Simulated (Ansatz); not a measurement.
# FH2OSi: the cost of one run

Program: Ansatz 0.2.0. Level of theory: UKS r2SCANh-D4/def2-SVP. These are calculated values, not measurements.

## Step 1: The starting structure

Bond lengths: O1–Si2 1.613 Å, Si2–F3 1.626 Å, O1–H4 0.960 Å, Si2–H5 1.448 Å. Angles: O1–Si2–F3 105.8°, O1–Si2–H5 115.1°, F3–Si2–H5 103.5°, Si2–O1–H4 122.3°.

Structure file:

```xyz
5

O    -0.8583   -0.7887    0.1617
Si    0.3452    0.1931    0.5973
F     0.1095    1.5757   -0.2263
H    -1.2608   -0.7506   -0.7086
H     1.6644   -0.2295    0.1759
```

## Step 2: End point A

input.yaml

```yaml
crystal:
  periodic: [false, false, false]
  atoms:
    - { symbol: O, position_ang: [-0.85832, -0.78868, 0.16171] }
    - { symbol: Si, position_ang: [0.34522, 0.19315, 0.59728] }
    - { symbol: F, position_ang: [0.10946, 1.57566, -0.2263] }
    - { symbol: H, position_ang: [-1.26081, -0.75064, -0.70861] }
    - { symbol: H, position_ang: [1.66445, -0.22949, 0.17592] }
magnetization:
  spin_polarized: true
  initial_magnetization: 1
basis:
  gaussian: { orbitals: def2-SVP }
hamiltonian:
  xc: r2scanh
  dispersion: d4
relax:
  f_tol: 0.015
  max_steps: 40
```

Launch:

```console
> ansatz run input.yaml --threads 1 --pin off --max-ram 2048MiB --backend cpu --events-out ev --progress --plain --runs-dir out
```

**Question.** How long does this run take on 1 thread of Arm Neoverse V1, shared host, and how much memory does it need?

About 62 s, with a peak of 0.17 GiB.
